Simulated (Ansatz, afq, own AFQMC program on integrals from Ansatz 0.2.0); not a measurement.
NaH2⁻, singlet in aug-cc-pVDZ, levels against full CI

```yaml
atoms:
  - { symbol: Na, position_ang: [0.0000, 0.0000, 0.0000] }
  - { symbol: H, position_ang: [0.0000, 0.0000, -2.0658] }
  - { symbol: H, position_ang: [0.0000, 0.0000, 2.0658] }
```

Basis aug-cc-pVDZ. Only valence electrons are correlated. Ansatz 0.2.0 and our own AFQMC program on the same integrals; the CISD trial comes from CCSD amplitudes, and released means the phaseless constraint is let go. Free AFQMC starts from the CCSD state and is never constrained. Its projection time is finite, and what remains of the start isn't in its error. Uncertainties: one standard error, sampling alone.

Determinant: RHF, the one that the program's search chose, which needn't be the lowest solution. The geometry is a PBE0/def2-TZVPD stationary point of this or a neighbouring charge and spin state.

Full CI on the same integrals is exact in this basis and with this determinant's frozen core.

```
T1 diagnostic                               : 0.0127
weight of the determinant in the CISD state : 0.932
size of the correlated space                : 4 electrons in 40 orbitals
```

```
  level  correlation energy (eV)
    MP2                  -1.3505
   CCSD                  -1.8885
CCSD(T)                  -1.8936
```

**Question.** Estimate where full CI lies against CCSD(T) on the same integrals.

**Answer.** 0.3 kJ/mol below CCSD(T).

Reference: full CI, correlation energy -1.897 eV. The released energy is read at 2.40 1/Eh (meV from the phaseless value at times in 1/Eh: 2 ± 3 at 0.24, 1.0 ± 2.4 at 0.51, -1.3 ± 2.0 at 0.99, 0.8 ± 2.1 at 1.62, -0.7 ± 1.9 at 2.40).

```tsv
level	E − E(reference) (kJ/mol)	share of correlation (%)
CCSD(T)	0.3	99.84
CCSDT	0.0	99.98
CCSDT(Q)	0.0	99.99
ph-AFQMC/HF	-7.2 ± 2.8	103.94
ph-AFQMC/CISD	0.1 ± 0.2	99.92
released AFQMC	0.1 ± 0.2	99.96
free AFQMC	0.1 ± 0.1	99.93
```

CCSDT and higher add their correlation energy to the determinant of the CCSD(T) run, since their own runs factorise the integrals more tightly (a shift of under 2 meV). Free projections are given only where their last times agree within the noise and don't stop above the reference; a slow remainder of the start can still hide under it. A walk keeps the symmetry of its determinant, which the program's search chose and which needn't be the lowest solution, so a lower state of the same spin and another symmetry isn't excluded. Released energies are given only where the last usable release times agree within the noise; a slower fall can still hide under it.
